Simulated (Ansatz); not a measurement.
# What each rung costs, and what it gives

The pair of HF (SMILES F, atoms 1–2) and CH$_{4}$O (SMILES CO, atoms 3–8), both closed shells, in one local arrangement (a lower one may exist), relaxed at PBE0-D4/def2-TZVP:

```csv
atom,x (Å),y (Å),z (Å)
F1,-0.2433,0.0962,-2.4651
H2,0.0388,0.3434,-1.5968
C3,0.0134,-0.4210,0.7997
O4,0.4082,0.6572,-0.0381
H5,0.4748,-1.3192,0.3926
H6,-1.0722,-0.5543,0.8025
H7,0.3692,-0.2732,1.8228
H8,0.0111,1.4708,0.2825
```

Interaction energies are counterpoise-corrected; the time is that of the whole pair.

Ansatz 0.2.0; basis: as named in each row; cores frozen in the correlated methods. B3LYP uses VWN-RPA correlation. Extrapolation: Hartree–Fock as exp(−7.88 √X), correlation as X^−2.97.

Times are rough, for one single point on 2 threads of a shared host (AMD EPYC 9R45).

The estimate by CCSD(T) at an estimated basis limit (MP2 extrapolated from triple and quadruple zeta, plus CCSD(T) − MP2 in triple zeta) is -42.3 kJ/mol.

```csv
method,basis,time (s),interaction energy (kJ/mol),method less estimate
HF,STO-3G,under 1,4.0,46.3
PBE-D4,STO-3G,under 1,-19.6,22.6
SPW92,def2-SVP,under 1,-59.0,-16.7
B3LYP-D4,6-31G,under 1,-52.1,-9.8
PBE-D4,def2-SVP,under 1,-41.5,0.8
PBE0-D4,def2-SVP,under 1,-43.5,-1.2
CCSD(T),def2-SVP,under 1,-32.3,10.0
PBE-D4,def2-TZVPPD,under 1,-44.7,-2.4
revPBE-D4,def2-TZVPPD,under 1,-39.0,3.3
BLYP-D4,def2-TZVPPD,1,-41.6,0.7
wB97M-V,def2-SVP,1,-40.1,2.2
PBE0-D4,def2-TZVPPD,1,-45.4,-3.1
B3LYP-D4,def2-TZVPPD,1,-44.1,-1.8
HSE06-D4,def2-TZVPPD,1,-45.2,-2.9
r2SCAN-D4,def2-TZVPPD,1,-45.7,-3.4
B2PLYP,def2-TZVPPD,2,-41.3,1.0
B97M-V,def2-TZVPPD,3,-41.7,0.6
wB97X-V,def2-TZVPPD,3,-43.4,-1.1
wB97M-V,def2-TZVPPD,3,-42.7,-0.4
MP2,def2-QZVPPD,7,-41.6,0.7
CCSD(T),def2-TZVPPD,25,-39.6,2.7
```

T1 diagnostic: at most 0.011.
